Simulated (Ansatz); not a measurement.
# H2Si: the cost of one run

The runs use Ansatz 0.2.0, Gaussian basis; def2-QZVPP, all electrons in the functionals, frozen cores in the correlation of double hybrids and RPA.

The runs, in order: wB97M-V, B2PLYP, at charge 0, triplet; charge 0, singlet; charge 0, quintet; charge 1, doublet; charge 1, quartet.

2 further runs of the same task are left out: 2 set aside as unsound or not needed.

**1. What is computed**

The geometry is a PBE0/def2-TZVP stationary point (not a proven minimum).

3 atoms, charge 0, spin multiplicity 3.

Atoms are counted from 1 here; the program's logs count them from 0.

Bond lengths: Si1–H2 1.486 Å, Si1–H3 1.486 Å. Angles: H2–Si1–H3 118.7°.

No dispersion term is added; wB97M-V holds VV10 nonlocal correlation.

The geometry shown and the zero of energy belong to the point charge 0, triplet. The yardstick, UCCSD(T), and other wave-function levels (R restricted, U unrestricted, valence and pair active spaces) come from earlier runs.

**2. wB97M-V, charge 0, triplet**

Contents of in.yaml:

```yaml
crystal:
  periodic: [false, false, false]
  atoms:
    - {symbol: Si, position_ang: [0.000000, -0.050740, 0.000000]}
    - {symbol: H, position_ang: [0.000000, 0.706913, -1.278374]}
    - {symbol: H, position_ang: [0.000000, 0.706912, 1.278374]}
basis:
  gaussian: {orbitals: "def2-QZVPP.json"}
magnetization: {spin_polarized: true, initial_magnetization: 2}
hamiltonian: {xc: {name: wB97M-V}}
output: {orbitals: {seedname: orbitals}}
```

The run is started by

```bash
$ ansatz run in.yaml --threads 1 --pin off --events-out ev --progress --plain --max-ram 2393MiB
```

**Question.** How long does this run take on 1 thread of Arm Neoverse V2, shared host?

About 6 s.
